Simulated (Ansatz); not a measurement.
**Phonon frequency of some cubic solids**

Method: B3LYP (VWN-RPA form) (plane waves, PAW; Ansatz, a quantum-chemistry and plane-wave program). References are measured values at room or unstated temperature, uncorrected unless marked, so that the deviations hold thermal and zero-point effects besides the level's error. The table is a random draw of 6 from 50 values with such references.

Values in cm⁻¹.

| solid | reference | B3LYP (VWN-RPA form) | deviation (%) |
|---|---|---|---|
| diamond-structure Si (L TA) | 114 | 129 | +13.2 |
| zinc-blende ZnS (L TA) | 70 | 76 | +8.6 |
| 3C-SiC (L TA) | 266 | 280 | +5.3 |
| zinc-blende InP (X LO) | 332 | 314 | -5.4 |
| zinc-blende GaAs (L TA) | 63 | ? | ? |
| zinc-blende ZnSe (X TA) | 70 | 75 | +7.1 |

**Question.** Estimate the withheld B3LYP (VWN-RPA form) value.

**Answer.** The deviations of the other rows run from -5.4 % to +13.2 %, with a median of +7.1 %; carried to the reference 63 it gives 67 cm⁻¹. The run gives 67 cm⁻¹ (+6.3 %), 0.0 % from the estimate; the row was drawn at random, and such an estimate is rough. Over these 6 values the mean deviation is +5.8 %, the mean absolute deviation 7.7 % (median 6.7 %), and the worst case diamond-structure Si (L TA) at +13.2 %; the value is above the reference in 5 of 6 cases. Over all 50, from unrounded values, the mean deviation is -0.8 % and the mean absolute deviation 5.3 % (median 4.9 %).

Spin–orbit coupling is left out, also for the solids with elements from indium on (zinc-blende InP); its size isn't shown.

Differences are worked out from the printed values.

Each level is taken at its own relaxed cell. Ansatz's density-functional and Hartree–Fock values are scalar-relativistic unless marked +SOC, with PAW data made under PBE.

Ansatz's runs of these crystals have no spin polarisation.

Not in this set, of the solids of all kinds but layered and molecular ones with a reference value in our tables and a result at some level: 48 for no value at B3LYP (VWN-RPA form) (not run, a failed fit, an unstable or unbound cell, or a value held back for tests); 16 for a reference of another kind, counted apart. These can be a level's best or worst cases. At least 16 more with a reference value are held back for tests. Solids without a released value at any level aren't counted. The metals Ce to Yb are counted apart.

References as tabulated in Giannozzi et al., Phys. Rev. B (1991); Vagelatos et al., J. Chem. Phys. (1974); Wang et al. (1996), arXiv:mtrl-th/9510002; Ioffe Institute, NSM Archive: InP, mechanic properties page and others.
